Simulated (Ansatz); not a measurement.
**C2HClF2O: basis-set convergence**

Aim: see how fast density functionals converge with the basis set for C2HClF2O.

The runs use Ansatz 0.2.0, Gaussian basis; one geometry, several basis sets.

Plan: PBE0-D4/def2-SVP; ωB97M-V/def2-SVP; PBE0-D4/def2-QZVPP; ωB97M-V/def2-QZVPP; the functionals' def2-TZVPP values are taken from earlier runs.

### Step 1. Structure used throughout

All runs share one geometry, relaxed beforehand with PBE0-D4 in a triple-zeta def2 set.

SMILES `O=CC(F)(F)Cl`, 7 atoms, charge 0, spin multiplicity 1.

Atoms are counted from 1 here; the program's logs count them from 0.

Bond lengths: O1–C2 1.189 Å, C2–C3 1.535 Å, C2–H7 1.106 Å, C3–F4 1.322 Å, C3–F5 1.340 Å, C3–Cl6 1.771 Å. Angles: O1–C2–C3 122.6°, O1–C2–H7 124.4°, C3–C2–H7 113.0°, C2–C3–F4 112.2°, C2–C3–F5 109.3°, C2–C3–Cl6 107.3°, F4–C3–F5 108.7°, F4–C3–Cl6 110.2°, F5–C3–Cl6 109.1°.

### Step 2. PBE0-D4 in def2-SVP

File in.yaml:

```yaml
crystal:
  periodic: [false, false, false]
  atoms:
    - {symbol: O, position_ang: [0.255196, -1.825952, 0.434386]}
    - {symbol: C, position_ang: [0.588309, -0.700454, 0.245779]}
    - {symbol: C, position_ang: [-0.382708, 0.374517, -0.262399]}
    - {symbol: F, position_ang: [-1.531244, -0.140799, -0.665176]}
    - {symbol: F, position_ang: [0.177532, 1.027794, -1.289023]}
    - {symbol: Cl, position_ang: [-0.655258, 1.509619, 1.069166]}
    - {symbol: H, position_ang: [1.609473, -0.312725, 0.421567]}
basis:
  gaussian: {orbitals: def2-SVP}
hamiltonian: {xc: pbe0, dispersion: d4}
output: {orbitals: {seedname: orbitals}}
```

Command:

```
> ansatz run in.yaml --threads 4 --pin off --events-out ev --progress --plain --max-ram 10444MiB
```

Further steps of the session: ωB97M-V in def2-SVP; PBE0-D4 in def2-QZVPP; ωB97M-V in def2-QZVPP.

Before running them: what should the planned runs give, taken together? Wanted: PBE0-D4: double and triple zeta above quadruple; ωB97M-V: double and triple zeta above quadruple.

As calculated:

| quantity | value |
| --- | --- |
| PBE0-D4: double and triple zeta above quadruple | 16.60, 0.85 eV |
| ωB97M-V: double and triple zeta above quadruple | 16.76, 0.81 eV |

PBE0-D4 gains 15.75 eV from double to triple zeta, then 0.85 eV more. These are total energies; as a rule much of such shifts cancels in differences, which this series doesn't test.
